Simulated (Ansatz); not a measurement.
A made-up structure of C₂H₄Al (charge -1), closed shell:

```tsv
atom	x (Å)	y (Å)	z (Å)
C1	-1.0906	-0.3059	-1.1405
C2	-0.1970	-0.0545	-0.2050
Al3	1.0404	0.2922	1.0882
H4	-2.1645	-0.4460	-0.9364
H5	-0.8437	-0.3989	-2.2105
H6	1.4244	1.7982	1.5372
H7	-1.3913	-0.3852	-0.1271
```

It is relaxed with PBE-D4/def2-SVPD and then PBE0-D4/def2-TZVPD (Ansatz 0.2.0). Atoms count as bonded within 1.22 times the sum of their covalent radii (H–H: 0.88 Å). The end point is not checked to be a true minimum.

Q: Does its bonding change? (Judge from chemistry; the calculation decides.)

A: By the calculation: Yes. Formed: none; broken: C1–H7.

Where it ends: The first stage lowers the energy by 4.61 eV in 15 steps. It ends as C₂H₄Al ([CH2][CH][AlH]), total charge -1:
C1  (-1.094, -0.326, -1.204)
C2  (-0.610, -0.084, 0.021)
Al3  (1.365, 0.244, 0.409)
H4  (-2.158, -0.429, -1.435)
H5  (-0.425, -0.428, -2.062)
H6  (1.071, 1.537, 1.467)
H7  (-1.372, -0.015, 0.810)
(Å)

Labels in which every atom is bracketed show which atoms are joined, not bond orders.

For scale, one of the runs: PBE0-D4/def2-TZVPD relaxation, 153 basis functions, launched by `ansatz run in.yaml --threads 2 --pin off --events-out ev --progress --plain --max-ram 4352MiB`. The run took about 23 s on 2 CPU threads of an Intel Xeon Platinum 8488C (shared host).
